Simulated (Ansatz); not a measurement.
The cluster Na2O⁺, relaxed as a doublet with UKS PBE0-D4/def2-TZVP in Ansatz, starting from the GFN2-xTB geometry. Force threshold 0.02 eV/Å.

The structure comes from a short search, and lower isomers may exist.

Start:

Cartesian coordinates in Å:
```
Na 1.482 0.768 1.015
Na -1.482 -0.769 -1.016
O 0.001 0.000 0.000
```

```tsv
step	energy (eV)	largest force component (eV/Å)	SCF passes
1	-10867.0556	1.156	156
2	-10867.2056	0.621	161
3	-10867.2850	0.107	160
4	-10867.2881	0.004	130
```

Force components are those of the run's own axes.

End:

```csv
atom,x (Å),y (Å),z (Å)
Na1,1.612,0.836,1.105
Na2,-1.612,-0.836,-1.105
O3,0.000,0.000,0.000
```

By distances, no bond broke or formed. The bond that changes most is Na1–O3, from 1.95 to 2.13 Å (atoms count from 1).

No frequencies were taken in this run, so the end may be a saddle point.

It took 36 s on 4 threads of Arm Neoverse V1 on a shared host.
